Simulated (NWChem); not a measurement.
Molecule: propyne (C3H4); SMILES CC#C

Computed with NWChem. Pople sets run with spherical d functions. The geometry was optimised at PBE0/def2-SVP. Computed dipoles belong to the equilibrium geometry; the measured one is vibrationally averaged.

Measured dipole moment: 0.78 D (NIST CCCBDB, as tabulated in the package chemicals).

| level | dipole moment (D) | computed − measured |
|---|---|---|
| B3LYP/STO-3G | 0.55 | -0.23 |
| B3LYP/3-21G | 0.72 | -0.06 |
| B3LYP/6-31G* | 0.68 | -0.10 |
| B3LYP/def2-SVP | 0.76 | -0.02 |
| B3LYP/def2-SVPD | 0.80 | +0.02 |
| B3LYP/def2-TZVP | 0.82 | +0.04 |
